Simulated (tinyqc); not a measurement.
CIS on RHF in the sto-3g basis, for BH2+, spin multiplicity 1, step by step. One step of it, computed by the program tinyqc.

Task: CIS triplet states. Diagonalise A (1 hartree = 27.211386 eV); each vector has its largest component positive (the first on a tie).

CIS matrix A, triplet (hartree):
```
,1>4,1>5,1>6,1>7,2>4,2>5,2>6,2>7,3>4,3>5,3>6,3>7
1>4,7.001985,0.000000,-0.075415,0.000000,0.012129,0.000000,-0.000404,0.000000,0.000000,0.000000,0.000000,0.008641
1>5,0.000000,7.030793,0.000000,0.000000,0.000000,0.009727,0.000000,0.000000,0.000000,0.000000,0.000000,0.000000
1>6,-0.075415,0.000000,7.586829,0.000000,-0.000404,0.000000,0.007067,0.000000,0.000000,0.000000,0.000000,-0.010524
1>7,0.000000,0.000000,0.000000,7.663041,0.000000,0.000000,0.000000,0.009595,0.008641,0.000000,-0.010524,0.000000
2>4,0.012129,0.000000,-0.000404,0.000000,0.313846,0.000000,-0.023373,0.000000,0.000000,0.000000,0.000000,0.066092
2>5,0.000000,0.009727,0.000000,0.000000,0.000000,0.344594,0.000000,0.000000,0.000000,0.000000,0.000000,0.000000
2>6,-0.000404,0.000000,0.007067,0.000000,-0.023373,0.000000,0.760126,0.000000,0.000000,0.000000,0.000000,-0.120683
2>7,0.000000,0.000000,0.000000,0.009595,0.000000,0.000000,0.000000,0.898751,0.066092,0.000000,-0.120683,0.000000
3>4,0.000000,0.000000,0.000000,0.008641,0.000000,0.000000,0.000000,0.066092,0.190938,0.000000,-0.003913,0.000000
3>5,0.000000,0.000000,0.000000,0.000000,0.000000,0.000000,0.000000,0.000000,0.000000,0.237618,0.000000,0.000000
3>6,0.000000,0.000000,0.000000,-0.010524,0.000000,0.000000,0.000000,-0.120683,-0.003913,0.000000,0.629699,0.000000
3>7,0.008641,0.000000,-0.010524,0.000000,0.066092,0.000000,-0.120683,0.000000,0.000000,0.000000,0.000000,0.743034
```

Give: triplet excitation energies; lowest vectors.

Result:

triplet excitation energies (eV): 5.026  6.466  8.267  9.377  15.905  17.244  23.930  25.856  190.274  191.318  206.709  208.523

lowest vectors:
```
,state 1,state 2,state 3,state 4,state 5,state 6
1>4,0.000,0.000,-0.002,0.000,0.000,-0.001
1>5,0.000,0.000,0.000,-0.001,0.000,0.000
1>6,0.000,0.000,0.000,0.000,0.000,0.000
1>7,-0.001,0.000,0.000,0.000,0.001,0.000
2>4,0.000,0.000,0.989,0.000,0.000,0.096
2>5,0.000,0.000,0.000,1.000,0.000,0.000
2>6,0.000,0.000,0.012,0.000,0.000,0.697
2>7,-0.095,0.000,0.000,0.000,0.349,0.000
3>4,0.995,0.000,0.000,0.000,0.049,0.000
3>5,0.000,1.000,0.000,0.000,0.000,0.000
3>6,-0.017,0.000,0.000,0.000,0.936,0.000
3>7,0.000,0.000,-0.145,0.000,0.000,0.711
```
